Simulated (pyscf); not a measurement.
## Routes from HP=GaH + hydrogen (H₂)

Candidate steps break at most two bonds and form at most two. Each was searched with GFN2-xTB (tblite) first. Structures and frequencies: ωB97X-D3(BJ)/def2-SVP in PySCF. Energies: ωB97M-D3(BJ)/def2-TZVP, eV, from the separated reactants, singlet surface; ΔG‡ with ideal gas, 1 atm, RRHO with modes under 100 cm⁻¹ raised to 100, one conformer, R ln 2 for chiral ones without a mode under 150 cm⁻¹.

| products | type | ΔE‡ | ΔE | ΔG‡ 298 K | ΔG‡ 900 K | ν‡ (cm⁻¹) |
|---|---|---|---|---|---|---|
| H₂P–GaH₂ | addition across a multiple bond or ene-type step | 1.14 | -1.42 | 1.51 | 2.29 | 1480i |
| H₂P–Ga [singlet] + H₂ | concerted two-bond exchange | 2.25 | -0.76 | 2.59 | 3.33 | 1534i |

Plain bond fissions and candidates not yet searched are not listed, and one of them may be faster. Each barrier is that of the saddle found; lower ones may exist. Elements up to Kr have no core potential and no relativistic terms here.
